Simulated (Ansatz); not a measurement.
Basis-set extrapolation for C$_{2}$H$_{4}$FNO (`NC1(F)CO1`) (PBE0-D4/def2-TZVP geometry, frozen core, Ansatz). Multiplicity 1, RHF reference.

|  | def2-TZVPP | def2-QZVPP |
| --- | --- | --- |
| HF | -306.900787 | -306.914640 |
| MP2 correlation | -1.018242 | -1.097412 |
| CCSD(T) correlation | -1.075635 | -1.149579 |

Energies in hartree. Use E(X) = E(∞) + A·exp(−7.88·√X) for Hartree–Fock and E(X) = E(∞) + B·X^(−2.97) for correlation, with X = 3 and 4.

Problem. What is the CCSD(T) energy at the basis-set limit?

Solution. HF limit: -306.914640 + (-0.013853) × 0.13774 = -306.91655. Correlation limit: -1.149579 + (-0.073944) × 0.74074 = -1.20435. Total: -308.12090 hartree, 379.3 kJ/mol below CCSD(T)/def2-TZVPP.
